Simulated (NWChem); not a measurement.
## Total energies of dimethylamine (C$_{2}$H$_{7}$N)

```
N
H 1 1.0163
C 1 1.4397 2 110.16
H 3 1.1008 1 110.22 2 53.37
H 3 1.1033 4 107.04 1 -119.49
H 3 1.1140 4 107.82 5 -114.60
C 1 1.4397 2 110.16 3 -126.58
H 7 1.1008 1 110.22 2 -53.37
H 7 1.1033 8 107.04 1 119.49
H 7 1.1140 8 107.82 9 114.60
```
Charge 0, spin multiplicity 1.

All runs are NWChem calculations. The geometry was optimised at PBE0/def2-SVP, a minimum by its harmonic frequencies.

Basis set: 6-311G** (96 functions).

| method | total energy (Ha) | relative cost |
|---|---|---|
| RHF | -134.27672 | 1 |
| MP2 | -134.77163 | under 3 |
| B2PLYP | -135.04562 | under 3 |
| PBE | -135.01040 | under 3 |
| B3LYP | -135.20488 | under 3 |
| TPSS | -135.22013 | 3 |
| CCSD(T) | -134.82866 | 70 |

Total energies of different functionals aren't comparable as a measure of quality: only differences taken within one method are. Costs are rough ratios of processor time within this set of runs, SCF included, with RHF as 1.

The correlated methods keep 3 core orbitals frozen. B3LYP has NWChem's definition, with VWN1-RPA local correlation. The Pople sets run with spherical d functions. Coupled-cluster values serve here as a point of comparison, not as the truth.
